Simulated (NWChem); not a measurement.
acetonitrile (C₂H₃N); SMILES CC#N

```xyz
6

C      0.0000     0.0000    -1.1749
C      0.0000     0.0000     0.2783
N      0.0000     0.0000     1.4352
H      0.7293     0.7293    -1.5554
H      0.2669    -0.9962    -1.5554
H     -0.9962     0.2669    -1.5554
```
Atoms are numbered in this order, from 1.

Computed with NWChem. Coordinates come from a PBE0/def2-SVP optimisation.

For level TPSS/def2-TZVPD:

```yaml
highest occupied level (eV): -8.13
orbital gap (eV): 7.69
```

Estimate the same quantities for level B3LYP/def2-TZVPD.

The highest occupied level (eV) is -9.20 and the orbital gap (eV) comes out as 8.88.
